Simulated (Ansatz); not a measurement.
# Which is lower?

The two ends of one reaction step of SiNH₆Cl, singlet (PBE0-D4/def2-TZVP).

A:

```
9
angstrom
Si -0.3780 -0.4163 -1.0151
N -0.0097 -0.3913 0.6974
H -1.3332 0.6875 -1.2662
H 0.8994 -0.2011 -1.7332
H -0.9834 -1.6966 -1.4732
H 0.6896 1.1635 1.0841
Cl 1.2227 2.3519 1.3737
H 0.6955 -1.0468 1.0095
H -0.8031 -0.4507 1.3231
```

B:

Si1  (-0.385, 0.521, -1.300)
N2  (0.432, -0.746, 1.297)
H3  (-0.786, 1.105, -2.607)
H4  (0.988, -0.009, -1.427)
H5  (-1.380, -0.502, -0.921)
H6  (1.254, -0.237, 1.598)
Cl7  (-0.435, 2.113, 0.015)
H8  (0.628, -1.734, 1.403)
H9  (-0.314, -0.511, 1.941)
(Å)

Computed with Ansatz 0.2.0 (basis: def2-TZVPP); correlated methods freeze the cores. B3LYP uses VWN-RPA correlation.

Task: Which structure is lower at CCSD(T), and by how much? (Judge from chemistry; the value comes from the calculation.)

Result: Computed: B, by 36.3 kJ/mol (electronic energy, against the other). By their contacts, A is a complex of SiNH₅ ([NH2][SiH3]) + HCl and B is a complex of SiH₃Cl ([SiH3][Cl]) + NH₃.

All methods give the same order:

```tsv
method	E(B) − E(A) (kJ/mol)
SPW92	-18.0
PBE-D4	-30.8
BLYP-D4	-29.9
r2SCAN-D4	-33.5
B97M-V	-41.4
PBE0-D4	-34.6
B3LYP-D4	-33.0
r2SCAN0-D4	-36.4
BHLYP-D4	-38.6
CAM-B3LYP-D4	-31.6
wB97X-V	-38.8
wB97M-V	-41.4
B2PLYP	-34.1
PBE-QIDH	-36.6
RPA on PBE	-36.6
HF	-48.2
MP2	-35.5
CCSD	-38.1
CCSD(T)	-36.3
```

The T1 diagnostic stays at or below 0.009.

Labels in which every atom is bracketed show which atoms are joined, not bond orders.

For scale, one of the runs: CCSD(T)/def2-TZVPP, 199 basis functions, launched by `ansatz run in.yaml --threads 2 --pin off --events-out ev --progress --plain --max-ram 4352MiB`. The run took 56 s on 2 CPU threads of an Arm Neoverse V1 (shared host), with 2.2 GiB of host memory at its peak.
